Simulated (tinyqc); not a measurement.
Worked calculation: Pariser-Parr-Pople SCF with singles CI, for the molecule c1cc[nH]c1 (SMILES; centres numbered as the heavy atoms are written). One step of it, computed by the program tinyqc.

Task: Iteration 2: orbitals and new P. Diagonalise F (the basis is taken as orthonormal) and form P = 2 sum c c over the lowest orbitals; 0.5 of the old P is kept.

F (eV), lower triangle:
```
           1C         2C         3C          4N         5C
1C  -5.189389
2C  -4.151212  -5.189116
3C   0.354732  -4.304688  -6.309457
4N   0.557848   0.557704  -4.041756  -10.738170
5C  -4.304177   0.354652   0.660336   -4.041996  -6.310247
```

pi electrons, sum of z_r less the charge = 6

P after iteration 1, lower triangle:
```
           1C         2C         3C        4N        5C
1C   1.135198
2C   0.632842   1.135193
3C  -0.175333   0.690092   1.171204
4N  -0.255377  -0.255341   0.584752  1.387155
5C   0.690081  -0.175348  -0.326419  0.584752  1.171250
```

Give: orbital energies; P after iteration 2.

Result:

orbital energies (eV): -14.9412  -10.4354  -9.5273  -0.3515  1.5190

P after iteration 2, lower triangle:
```
         1C       2C       3C      4N      5C
1C   1.1074
2C   0.6247   1.1074
3C  -0.1438   0.7107   1.1547
4N  -0.2563  -0.2563   0.5543  1.4759
5C   0.7107  -0.1438  -0.3627  0.5543  1.1547
```
